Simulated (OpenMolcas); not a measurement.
**The standard entropy of BH3O2 (SMILES OBO) from a frequency calculation**

A singlet with charge 0, relaxed at HF/cc-pVTZ (OpenMolcas 26.06):

```xyz
6

O    -1.1662   -0.5168   -0.2618
B     0.0510    0.0296   -0.0752
O     0.5860   -0.0473    1.1588
H    -1.4983   -0.4394   -1.1360
H     0.6358    0.5638   -0.9731
H     1.4339    0.3462    1.2412
```

Harmonic wavenumbers in cm⁻¹: 526, 532, 579, 1015, 1035, 1043, 1209, 1326, 1556, 2646, 4211, 4211.

Masses in u: O 15.999, B 10.81, H 1.008. Take T = 298.15 K, p = 1 bar, R = 8.3145 J/(mol K), kT/hc = 207.22 cm⁻¹, rigid rotor and harmonic oscillator.

Q: Work out S° at 298 K.

A: 
1. Translation (Sackur–Tetrode): S = R[3/2 ln M + 5/2 ln T − 1.1517] with M = 45.832 gives 156.6 J/(mol K).
2. Rotation: principal moments 7.040, 49.960, 57.000 u Å² give A, B, C = 2.3946, 0.3374, 0.2957 cm⁻¹; the symmetry number is σ = 2; q = (√π/σ)√((kT/hc)³/ABC) = 5409; S = R(ln q + 3/2) = 83.9.
3. Vibration: with u = ν̃/207.22, each mode gives R[u/(eᵘ − 1) − ln(1 − e⁻ᵘ)]; the sum is 8.3, most from 526 cm⁻¹ (2.5), 532 cm⁻¹ (2.4), 579 cm⁻¹ (2.0).
4. Spin: R ln 1 = 0.0.
5. Sum: 156.6 + 83.9 + 8.3 + 0.0 = 248.8 J/(mol K).

No measured value is set beside it here. One conformer is counted; others would raise S. Unscaled Hartree–Fock wavenumbers run high.
